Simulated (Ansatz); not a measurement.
How far each method lies from UCCSDT(Q) for Cl–AlH–Ga, triplet

Geometry: displaced at random from a stationary point.

```
atom    x (Å)    y (Å)    z (Å)
  Cl  -0.0241  -0.4733   2.4185
  Al  -0.0249   0.8624   0.7883
  Ga   0.0230  -0.1282  -1.5489
   H  -0.0797   2.4283   0.9716
```

Basis cc-pVDZ; Ansatz 0.2.0. Only valence electrons are correlated (noble-gas cores and the filled d shells of p-block atoms frozen), which leaves 14 electrons in 44 orbitals. Prefix R: restricted or restricted open-shell reference; prefix U: unrestricted. No spin–orbit coupling is included, and no scalar relativity.

Full CI isn't at hand for all of this; UCCSDT(Q) serves as the reference, and is uncertain by the last step of the cluster series or more. The frozen core follows each run's orbitals, which can shift R against U totals by a few meV for light atoms and by up to 0.1 eV past Ca.

* UHF ⟨S²⟩: 2.019
* T1 diagnostic (RCCSD): 0.0249
* largest doubles amplitude (RCCSD): 0.071
* T1 diagnostic (UCCSD): 0.0188

| level | E − E(UHF) (eV) |
| --- | --- |
| UMP2 | -6.0092 |
| UCCSD | -6.9753 |
| UCCSD(T) | -7.1484 |

Q: Estimate how far UCCSDT(Q) in cc-pVDZ lies from UCCSD(T). The table doesn't fix it; the size of (T) and the diagnostics are the guide.

A: UCCSDT(Q) in cc-pVDZ lies 4.6 kJ/mol below UCCSD(T), which is 27 % of the (T) step (-16.7 kJ/mol). The diagnostics give no warning, yet the rest is a sizeable part of (T). The miss exceeds 1 kcal/mol.

The other levels:

| level | E − E(UCCSDT(Q)) (kJ/mol) | wall time |
| --- | --- | --- |
| UCCSDT | 1.4 | – |

Run but not shown, since their state, orbitals or frozen core can't be matched to the reference's or they repeat it: RHF, RMP2, CISD, RCCSD, RCCSD(T), BCCD(T), RCCSDT, RCCSDT(Q).
